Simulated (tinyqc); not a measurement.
Ways to converge the cycle: SCF convergence aids in the sto-6g basis, for CH2, spin multiplicity 3. Computed by the program tinyqc with PySCF. Command: `OMP_NUM_THREADS=1 python tinyqc.py 113083 113084 out.jsonl`; one thread of a shared host (Intel(R) Xeon(R) Processor @ 2.60GHz), about 2 s.

Geometry (angstrom):
```
atom,x,y,z
C,0.0000,0.0000,0.0000
H,0.0000,1.1440,0.5140
H,0.0000,-1.1440,0.5140
```

lowest solution found by these runs and by PySCF with stability checks = -38.775251 hartree

UHF with one setting changed at a time; a run stops when the energy changes by less than 1e-09 hartree and the error matrix is below 1e-5. The start is random orbitals. Damping d keeps d of the old density; a shift (hartree) raises the virtual levels; DIIS n extrapolates F over n matrices.

Largest element of the error matrix X^T (FDS - SDF) X:
```
iteration,plain,damping 0.3,damping 0.6,shift 0.4,DIIS 3,DIIS 8
1,3.2e+00,3.2e+00,3.2e+00,3.2e+00,3.2e+00,3.2e+00
2,2.0e-01,1.0e+00,1.9e+00,2.7e-01,2.0e-01,2.0e-01
3,6.4e-02,3.3e-01,1.2e+00,2.0e-01,6.3e-02,6.3e-02
4,4.4e-02,1.1e-01,7.3e-01,1.2e-01,4.3e-02,4.3e-02
5,3.2e-02,5.6e-02,4.5e-01,7.9e-02,1.9e-02,1.9e-02
6,2.3e-02,4.0e-02,2.8e-01,5.4e-02,1.3e-02,1.3e-02
8,1.2e-02,2.4e-02,1.1e-01,3.0e-02,1.2e-03,7.4e-04
10,6.4e-03,1.5e-02,4.3e-02,1.8e-02,1.5e-04,3.9e-05
14,1.9e-03,6.5e-03,2.3e-02,7.3e-03,1.3e-05,-
20,3.0e-04,1.9e-03,1.1e-02,2.1e-03,-,-
30,1.5e-05,2.5e-04,3.4e-03,2.6e-04,-,-
45,-,1.2e-05,6.4e-04,1.2e-05,-,-
60,-,-,1.2e-04,-,-,-
```

How each run ends:
```
run,iterations,E (hartree),state
plain,32,-38.775251,lowest found
damping 0.3,47,-38.775251,lowest found
damping 0.6,>60,-38.775251,"falls steadily but slowly, by a factor of about 0.90 a step"
shift 0.4,47,-38.775251,lowest found
DIIS 3,16,-38.775251,lowest found
DIIS 8,13,-38.775251,lowest found
```

5 of 6 runs reach the lowest solution found, in 13 to 47 iterations (fastest: DIIS 8). Not converged: damping 0.6. Plain steps already contract here, so damping only slows them. DIIS 3 and DIIS 8 gain by cancelling the error over several earlier matrices, much as a quasi-Newton step does.
